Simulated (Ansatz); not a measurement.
Relaxation of Cl2H2Si (5 atoms, charge 0, multiplicity 1), to a largest force component of 0.03 eV/Å in at most 50 steps.

The calculation used RKS revPBE/def2-SVP (Ansatz 0.2.0).

```xyz
5
Properties=species:S:1:pos:R:3
Si 0.231 0.009 0.041
Cl 0.815 0.027 2.059
H 1.617 0.028 -0.420
Cl -0.849 1.689 -0.516
H -0.577 -1.206 -0.288
```

Where does it end, and by what steps?

It converged. After 3 steps the energy has fallen by 0.182 eV; H3 moved furthest, 0.22 Å.

| step | energy less start (eV) | largest force component (eV/Å) | accepted |
| --- | --- | --- | --- |
| 0 | 0.0000 | 1.018 | yes |
| 1 | -0.1692 | 0.377 | yes |
| 2 | -0.1813 | 0.086 | yes |
| 3 | -0.1817 | 0.006 | yes |

```xyz
5
Properties=species:S:1:pos:R:3
Si 0.290 0.008 0.086
Cl 0.664 0.030 2.132
H 1.600 0.030 -0.637
Cl -0.799 1.689 -0.471
H -0.517 -1.210 -0.235
```

The run took 6.8 s on 1 thread of Arm Neoverse V2, with other jobs on the host, peak memory 0.11 GiB.
